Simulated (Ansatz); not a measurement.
We consider 2H MoS2, described by r²SCAN (Ansatz, an electronic-structure program, PAW).

Run with plane-wave cutoff 560 eV, 12×12×4 k mesh (along the axes of the cell as run), Fermi–Dirac smearing 0.01 eV, no spin polarisation, scalar-relativistic PAW data made under PBE.

The cell is scaled about its equilibrium volume:

Shape and atoms are relaxed at each volume.

```json
[
 {"V (Å³/atom)": "18.246", "P (GPa)": "1.11", "direct gap at Γ (eV)": "2.268", "smallest gap on the k mesh (eV)": "1.089", "c (Å)": "12.542"},
 {"V (Å³/atom)": "18.626", "P (GPa)": "0.44", "direct gap at Γ (eV)": "2.311", "smallest gap on the k mesh (eV)": "1.121", "c (Å)": "12.757"},
 {"V (Å³/atom)": "19.006", "P (GPa)": "0.01", "direct gap at Γ (eV)": "2.359", "smallest gap on the k mesh (eV)": "1.161", "c (Å)": "12.986"},
 {"V (Å³/atom)": "19.386", "P (GPa)": "-0.29", "direct gap at Γ (eV)": "2.406", "smallest gap on the k mesh (eV)": "1.203", "c (Å)": "13.223"},
 {"V (Å³/atom)": "19.766", "P (GPa)": "-0.46", "direct gap at Γ (eV)": "2.453", "smallest gap on the k mesh (eV)": "1.245", "c (Å)": "13.469"}
]
```

The fundamental gap (1.16 eV at the equilibrium volume, with added k points) lies elsewhere than Γ–Γ.

Note: for a layered or molecular solid the relaxed cell lies over 5 % above the published volume, where the minimum can be shallow; the cell comes from a level without a dispersion term, which matters for the spacing of layers, chains or molecules; the bulk modulus comes from volumes at which shape and atoms were relaxed.

Spin–orbit coupling is not included.
